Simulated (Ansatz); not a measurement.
# C2H2ClN: the cost of one run

Program: Ansatz 0.2.0 through its Python package. Level of theory: MP2/def2-SVP. These are calculated values, not measurements.

### Step 1. The system

Bond lengths: N1–C2 1.160 Å, C2–C3 1.287 Å, C3–Cl4 1.631 Å, N1–H5 1.054 Å, C3–H6 1.108 Å. Angles: N1–C2–C3 177.8°, C2–N1–H5 112.0°, C2–C3–Cl4 120.4°, C2–C3–H6 123.3°, Cl4–C3–H6 116.1°.

The script holds or builds the structure itself.

### Step 2. The code

File c2h2cln_scan.py:

```python
"""Stretching a bond of C2H2ClN, the rest held rigid."""

import ansatz as az
import matplotlib.pyplot as plt
import numpy as np

BASIS = "def2-SVP"
METHOD = "mp2"

GEOMETRY = """
N     0.58480    0.70150   -1.32770
C     0.24630    0.31680   -0.28690
C    -0.08920   -0.13940    0.86890
Cl   -1.08340   -1.42640    0.99240
H     0.05340    0.23890   -2.11210
H     0.33020    0.24460    1.81930
"""

geometry = az.Crystal.molecule()
for line in GEOMETRY.strip().splitlines():
    symbol, *xyz = line.split()
    geometry = geometry.atom(symbol, [float(v) for v in xyz])

symbols = [site.symbol for site in geometry.cartesian_sites]
start = np.array([site.position_ang for site in geometry.cartesian_sites])
axis = (start[4] - start[0]) / np.linalg.norm(start[4] - start[0])
moving = [4]
lengths, energies = [0.9, 0.97, 1.05, 1.16, 1.32, 1.58, 1.9, 2.32], []
for length in lengths:
    xyz = start.copy()
    xyz[moving] += (length - np.linalg.norm(start[4] - start[0])) * axis
    point = az.Crystal.molecule()
    for symbol, place in zip(symbols, xyz):
        point = point.atom(symbol, place.tolist())
    model = (
        point.calculation()
        .basis(gaussian=BASIS)
        .correlation(METHOD)
    )
    report = model.run(threads=1, backend="cpu").report
    energies.append(report["free_energy_ev"])
    print(f"r = {length:6.3f} A  E = {energies[-1]:.5f} eV  <S^2> = {abs(report['mean_field']['state']['spin_squared']):.3f}")

print("energy above the lowest point (eV):", [round(e - min(energies), 3) for e in energies])
plt.figure(figsize=(4.5, 3))
plt.plot(lengths, np.array(energies) - min(energies), "o-")
plt.xlabel("bond length (A)")
plt.ylabel("E - E(min) (eV)")
plt.tight_layout()
plt.savefig("scan.png", dpi=100)
```

### Step 3. What the engine is handed

The engine receives this input (first run):

```yaml
crystal:
  periodic: [false, false, false]
  atoms:
    - { symbol: "N", position_ang: [0.5848, 0.7015, -1.3277] }
    - { symbol: C, position_ang: [0.2463, 0.3168, -0.2869] }
    - { symbol: C, position_ang: [-0.0892, -0.1394, 0.8689] }
    - { symbol: Cl, position_ang: [-1.0834, -1.4264, 0.9924] }
    - { symbol: H, position_ang: [0.13119640102223712, 0.30662415339271154, -1.9972646651075596] }
    - { symbol: H, position_ang: [0.3302, 0.2446, 1.8193] }
basis:
  gaussian:
    orbitals: def2-SVP
correlation:
  method: mp2
```

### Step 4. Running it

Started as:

```
python c2h2cln_scan.py
```

Q: Estimate wall time and peak memory on 1 thread of Arm Neoverse V1, shared host.

About 8.3 s, with a peak of 0.23 GiB.
